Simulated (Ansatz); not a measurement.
We consider anthracene C14H10, described by PBE0-D4 (PAW; Ansatz, an electronic-structure program).

Settings: plane-wave cutoff 500 eV, 4×4×2 k mesh (along the axes of the cell as run), gaussian smearing 0.02 eV, scalar-relativistic PAW data made under PBE.

Computed at the level's own relaxed cell.

Predict the volume per atom.


- volume per atom: 9.27 Å³/atom

Static lattice: no zero-point or thermal effects.
